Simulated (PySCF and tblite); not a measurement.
Results of a calculation; reference values are marked as such.
C4H7N, numbered as in [CH3:1][CH2:2][CH2:3][C:4]#[N:5].

Geometries GFN2-xTB; weights from PBE0-D3(BJ)/def2-SVP (IEF-PCM, chloroform) energies and GFN2-xTB thermal corrections, with symmetry numbers and mirror pairs. Conformers within 3 kcal/mol (GFN2-xTB free energy) were kept, 10 at most. Couplings: B3LYP/6-31G* with pcJ-1 on H (gas phase; spin-dipole term only for pairs with B, N, F, Si or P). Couplings are for ¹H; a prime marks the second kind of pair between the same two sets of atoms. H–H couplings come out 0.1 to 0.9 Hz lower than with pcJ-1 on all atoms. (PySCF 2.14, tblite 0.8.)

Torsions listed: C1–C2–C3–C4. Of a mirror pair one member is shown.

```csv
conformer,shape,weight %
1,-65°,67.5
2,180°,32.5
```

Question: Give the couplings in each conformer and the averages at 298.15 K (pairs that fast motion interchanges averaged).

Answer: 
| coupling | pairs | 1 | 2 | average (Hz) |
| --- | --- | --- | --- | --- |
| ²J(H1,H1) | 3 | -14.1 | -14.0 | -14.1 |
| ³J(H1,H2) | 6 | 7.3 | 7.4 | 7.4 |
| ²J(H2,H2) | 1 | -13.8 | -13.9 | -13.8 |
| ³J(H2,H3) | 2 | 9.4 | 4.2 | 7.7 |
| ³J(H2,H3′) | 2 | 3.1 | 13.9 | 6.6 |
| ²J(H3,H3) | 1 | -17.5 | -17.2 | -17.4 |
